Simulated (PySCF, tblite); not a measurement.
# formyl fluoride: calculation against experiment

**The experiment to reproduce.**

NIST CCCBDB Release 22 (SRD 101), experimental dipoles lists, for the gas: dipole moment 2.081 D.

CRC Handbook of Chemistry and Physics lists, for the gas at 298.15 K: standard entropy 246.6 J/(mol K).

The results are set against them at the end.

Formyl fluoride, CHFO.
Atom-mapped SMILES: `[O:1]=[CH:2][F:3]` (hydrogens: H4 on C2)

Cartesian coordinates in Å at the GFN2-xTB level; atoms count from 1:
```
atom  x, y, z in Å
O1    -0.8847   -0.8541   -0.0014
C2    -0.0888    0.0053   -0.0056
F3     1.2298   -0.2387   -0.0072
H4    -0.2461    1.0922   -0.0087
```

The PySCF runs (gas phase, on this GFN2-xTB geometry; no spin–orbit coupling):

| level | job | basis functions | wall time |
| --- | --- | --- | --- |
| PBE0/pcSseg-1 | shieldings, charges and field gradients | 56 | 2.1 s |
| B3LYP/pcJ-1 | spin–spin couplings from 4 perturbed nuclei | 91 | 2.5 s |

Hardware: one thread, Arm Neoverse V2, on a shared host.

GFN2-xTB wavenumbers (cm⁻¹, harmonic, unscaled, at the method's own geometry): 621, 921, 1002, 1316, 1869, 2890. Point group Cs, symmetry number 1. Entropy at 298.15 K and 1 bar in J/(mol K): translation 157.1, rotation 87.3, vibration 2.8.

Results beside the measurements:

**Dipole moment.** Measured: 2.081 D (NIST CCCBDB Release 22 (SRD 101), experimental dipoles).

```json
{"level": "PBE0/pcSseg-1", "computed (D)": "2.156", "computed − measured (D)": "+0.075", "% (from the printed values)": "+4"}
{"level": "B3LYP/pcJ-1", "computed (D)": "2.147", "computed − measured (D)": "+0.066", "% (from the printed values)": "+3"}
```

Closest is B3LYP/pcJ-1 (+0.066 D), furthest PBE0/pcSseg-1 (+0.075 D); one molecule doesn't rank methods. The computed dipoles belong to one fixed geometry; measured ones are averaged over vibrations unless marked μe. Magnitudes are compared, not signs.

**Standard entropy at 298.15 K.** Measured: 246.6 J/(mol K) (298.15 K; CRC Handbook of Chemistry and Physics).

| level | computed (J/(mol K)) | computed − measured (J/(mol K)) | % (from the printed values) |
| --- | --- | --- | --- |
| GFN2-xTB, rigid rotor and harmonic oscillator | 247.2 | +0.6 | 0 |

Ideal gas at 1 bar, most abundant isotopes; table values of this kind come from calorimetry or from spectroscopic constants.

No measured geometry was used, and the causes of the misses weren't examined.
